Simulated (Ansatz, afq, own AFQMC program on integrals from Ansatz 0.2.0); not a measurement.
Two steps: Ansatz 0.2.0 writes the Fock matrix and Cholesky factors of the valence space, and afq projects on them the lowest state that overlaps trial and start.

```yaml
crystal:
  periodic: [false, false, false]
  atoms:
    - {symbol: Ge, position_ang: [0.000000, 0.000000, 0.000000]}
    - {symbol: H, position_ang: [0.000000, 0.000000, 3.441000]}
basis:
  gaussian: {orbitals: cc-pVTZ}
magnetization: {spin_polarized: false, initial_magnetization: 1}
correlation: {method: ccsd_t, electrons: outside_noble_gas, hamiltonian_folder: ham}
```

```sh
$ ansatz run in.yaml --threads 1 --pin off --events-out ev --progress --plain --max-ram 16896MiB --backend cuda --devices 0, --max-vram 18GiB
```

Options of the walk:

```
--method phaseless --trial cisd --walkers 4000 --populations 20 --least-time 60 --time-step 0.005 --steps-per-block 50 --equilibration-blocks 40 --max-blocks 4000 --target-error 0.00027 --factor-cut 1e-05 --start spin_pure --seed 9014 --release-times 0.24,0.51,0.99,1.62,2.4 --release-step 0.03 --release-every 3 --taylor-order 6
```

Times are imaginary, in 1/Eh. The walk had a cap of 130 s. With eight or more populations the least sampling time is a fifth of least-time, and the error comes from their spread. Filled inner d shells are frozen with the cores.

afq prints:

```
orbitals 43  electrons 3 2  factors 281 of 351
reference energy -2075.77593228 Eh
CCSD correlation -0.14909766 Eh in 21 cycles, weight of the determinant in the CISD state 0.4644
energy of the start -2075.925012 Eh
 block  time / (1/Eh)  mean weight  energy / Eh
     1     0.250  0.9998  -2075.923863
     2     0.500  0.9998  -2075.923778
     3     0.750  0.9999  -2075.924153
     4     1.000  0.9998  -2075.924693
     5     1.250  1.0000  -2075.925367
     8     2.000  0.9999  -2075.927203
    11     2.750  1.0000  -2075.928422
    17     4.250  1.0001  -2075.930346
    23     5.750  0.9999  -2075.930498
    29     7.250  1.0000  -2075.930705
    33     8.250  0.9998  -2075.930862
    35     8.750  0.9999  -2075.930629
    41    10.250  1.0001  -2075.929481
    47    11.750  0.9999  -2075.929757
    53    13.250  1.0000  -2075.930749
    59    14.750  0.9999  -2075.930499
    65    16.250  0.9998  -2075.930196
    71    17.750  0.9999  -2075.929805
    77    19.250  1.0001  -2075.930100
    81    20.250  0.9999  -2075.928736
    83    20.750  1.0002  -2075.930124
    89    22.250  0.9999  -2075.930382
error from the spread of 20 populations
released: time / (1/Eh)  energy / Eh  error  mean overlap
  0.24  -2075.930308  0.000198  1.0009
  0.51  -2075.930608  0.000194  1.0001
  0.99  -2075.930882  0.000219  0.9965
  1.62  -2075.931188  0.000191  0.9981
  2.40  -2075.931868  0.000331  0.9962
energy -2075.930016 +/- 0.000222 Eh
(rows thinned)
```

The run passed its tests (sampling time, drift between the halves within three errors, error under three times the target), which doesn't prove that it has relaxed.

Against this walk (error 6.1 meV) on the same determinant: CCSD(T) 76.1 meV lower, CCSDT(Q) 92.6 meV lower, CCSDTQ 86.6 meV lower, full CI 86.8 meV lower. The error is statistical and leaves out the bias of the constraint. The released energies are still falling (meV from the phaseless value at times in 1/Eh: -8 ± 5 at 0.24, -16 ± 5 at 0.51, -24 ± 6 at 0.99, -32 ± 5 at 1.62, -50 ± 9 at 2.40), so they give no level; they do show a bias of the constraint, and the last of them that isn't too noisy lies 36 meV above full CI. Full CI is exact here, so the walk's 87 meV above it is the walk's own error: the bias of the constraint with this trial. The determinant is a poor start (see the cautions), so the low cluster orders aren't to be relied on, and full CI is the sure value.

Cautions: constraint bias not in the error; no relativity below Rb; no spin-orbit coupling; inner d shell frozen; a spin-contaminated unrestricted determinant lies lower (UHF 2.34 eV lower, ⟨S²⟩ 1.72); the search met a lower determinant of the same kind, perhaps of another symmetry (683 meV lower); strong correlation (T1 0.264, weight of the determinant 0.46, largest double 0.34); the CCSD(T) amplitudes may be one of several solutions (largest double 0.34); the CCSDT(Q) amplitudes may be one of several solutions (largest double 0.60); the CCSDTQ amplitudes may be one of several solutions (largest double 0.61); the next higher spin lies close (full CI puts it 125 meV above).

The walk took 58 s on 1 × NVIDIA H100 80GB HBM3 with 2 threads of AMD EPYC 7R13 Processor (Zen 3), on a shared host (the card was shared). The log's last line is the phaseless energy.

CCSDT and higher add their correlation energy to the determinant of the CCSD(T) run, since their own runs factorise the integrals more tightly (a shift of under 2 meV). A walk keeps the symmetry of its determinant, which the program's search chose and which needn't be the lowest solution, so a lower state of the same spin and another symmetry isn't excluded.
